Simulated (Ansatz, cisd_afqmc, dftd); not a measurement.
Species: C3H6, charge 0, singlet. C3H6 (SMILES C1CC1).
B3LYP-D3(BJ)/def2-TZVP minimum from Ansatz (an electronic-structure program):
```xyz
9

C      0.0021     0.8680     0.0015
C      0.7506    -0.4358    -0.0075
C     -0.7527    -0.4321     0.0060
H      0.0117     1.4536     0.9108
H     -0.0045     1.4568    -0.9058
H      1.2503    -0.7291    -0.9208
H      1.2665    -0.7323     0.8958
H     -1.2539    -0.7261     0.9183
H     -1.2701    -0.7229    -0.8983
```
Charge 0, spin multiplicity 1.

Property: atomisation energy (electronic, to ground-state atoms), in kcal/mol. Radicals and triplets start from unrestricted determinants; spin-orbit coupling is neglected. Cores are frozen in correlated methods. Rows without X2C or -DK are non-relativistic. The Monte Carlo rows (phaseless AFQMC, CISD trial, step 0.005/hartree) carry one-sigma bars that omit the constraint's bias. Outlying blocks are dropped, and bars are widened where a walk drifts. Over all cases where full CI ran beside it in this data, AFQMC minus full CI had a median of +0.1 mEh and passed +0.4 mEh in a tenth of the cases. CBS(X,Y): correlation extrapolated as X^-3, Hartree-Fock from the larger set. A bracket is a step between two methods taken in the basis named. Functionals run without relativity, which enters their misses. Double hybrids freeze cores in their MP2 part. 'core' is core correlation in cc-pwCVTZ, 'X2C' scalar relativity in cc-pVTZ-DK, both at CCSD(T). Where a partner has so few electrons that a lower coupled-cluster level is exact, that level stands in.

```json
[
 {"level": "r2SCAN/def2-TZVPD", "program": "Ansatz", "atomisation energy (kcal/mol)": "854.2", "difference against the last row": "-0.3"},
 {"level": "B2PLYP-D3(BJ)/def2-TZVPD", "program": "Ansatz + dftd3", "atomisation energy (kcal/mol)": "844.9", "difference against the last row": "-9.6"},
 {"level": "MP2/cc-pVDZ", "program": "Ansatz", "atomisation energy (kcal/mol)": "803.1", "difference against the last row": "-51.4"},
 {"level": "CCSD/cc-pVDZ", "program": "Ansatz", "atomisation energy (kcal/mol)": "787.6", "difference against the last row": "-66.9"},
 {"level": "AFQMC/CISD/cc-pVDZ", "program": "cisd_afqmc", "atomisation energy (kcal/mol)": "795.1 ± 0.3", "difference against the last row": "-59.4"},
 {"level": "AFQMC/CISD/cc-pVTZ", "program": "cisd_afqmc", "atomisation energy (kcal/mol)": "833.8 ± 0.2", "difference against the last row": "-20.7"},
 {"level": "CCSD(T)/CBS(cc-pVTZ,cc-pVQZ) + [AFQMC/CISD - CCSD(T)]/cc-pVTZ + core + X2C", "program": "Ansatz + cisd_afqmc", "atomisation energy (kcal/mol)": "854.0 ± 0.2", "difference against the last row": "-0.5"},
 {"level": "CCSD(T)/CBS(cc-pVTZ,cc-pVQZ) + [CCSDT(Q) - CCSD(T)]/cc-pVDZ + core + X2C", "program": "Ansatz", "atomisation energy (kcal/mol)": "854.5", "difference against the last row": "0.0"}
]
```
